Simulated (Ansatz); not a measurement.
Input for Ansatz (development build ahead of 0.2.0):

```yaml
crystal:
  periodic: [false, false, false]
  atoms:
    - { symbol: C, position_ang: [0.0056, -0.00813, -1.11773] }
    - { symbol: Cl, position_ang: [0.0021, -0.0012, 0.66569] }
    - { symbol: H, position_ang: [0.00078, -1.0269, -1.47632] }
    - { symbol: H, position_ang: [-0.90123, 0.50923, -1.48089] }
    - { symbol: H, position_ang: [0.89318, 0.51957, -1.46977] }
basis:
  gaussian: { orbitals: cc-pVDZ }
hamiltonian:
  xc: hf
correlation:
  method: mp2
  frozen_orbitals: { C: 1, Cl: 5, H: 0 }
```

The input is written out in the form of the current development build from the run's settings.

Output:

```json
{
  "Converged": "yes",
  "Reference energy": "-499.11741 hartree",
  "Correlation energy": "-0.28541 hartree",
  "Total energy": "-499.40283 hartree",
  "Spin squared of the determinant": "0.000"
}
```
